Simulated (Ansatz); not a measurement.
## Worked example: correlation energy of B₂H, doublet

Geometry: that of the B2H, quartet, kept fixed. The quartet lies 1.2 eV lower here.

```xyz
3

B     0.0000    0.0000    0.1141
B     0.0000    0.0000   -1.4064
H     0.0000    0.0000    1.2923
```

Basis 6-31G; Ansatz 0.2.0. Correlated methods freeze the noble-gas cores, which leaves 7 electrons in 18 orbitals. Prefix R: restricted or restricted open-shell reference.

Full CI is exact within this basis and frozen core; it isn't the basis-set limit.

The determinant fills πx and πy unequally, so it is a mixture of Σ and Δ, which weighs on every level built on one determinant.

Runs differ by some tens of microhartree through their thresholds and, for an open shell, their frozen cores, so steps under 0.03 kcal/mol mean nothing.

| level | total energy (hartree) |
| --- | --- |
| RHF | -49.706361 |
| RMP2 | -49.782994 |
| RCCSD | -49.811760 |
| RCCSD(T) | -49.814937 |
| RCCSDT* | -49.818698 |
| RCCSDT(Q)* | -49.819963 |
| RCCSDTQ* | -49.819842 |
| full CI | -49.819898 |

Q: What is the correlation energy at full CI, and what share of it do RMP2 and RCCSDT recover?

A: E(corr) = -49.819898 − (-49.706361) = -0.113537 hartree = -3.089 eV. RMP2: -0.076633 / -0.113537 = 67.50 %. RCCSDT: -0.112337 / -0.113537 = 98.94 %.

Q: By how many kcal/mol does RCCSD(T) miss full CI (1 hartree = 627.509 kcal/mol), and which steps make up the rest?

A: -49.814937 − (-49.819898) = 0.004961 hartree = 3.11 kcal/mol. Steps: RCCSDT − RCCSD(T) = -2.36, RCCSDT(Q) − RCCSDT = -0.79, RCCSDTQ − RCCSDT(Q) = 0.08, full CI − RCCSDTQ = -0.04 kcal/mol. With more than one leading determinant such errors change with state and geometry, and needn't cancel in differences.

An asterisk marks runs whose energy the program itself flagged as in doubt.
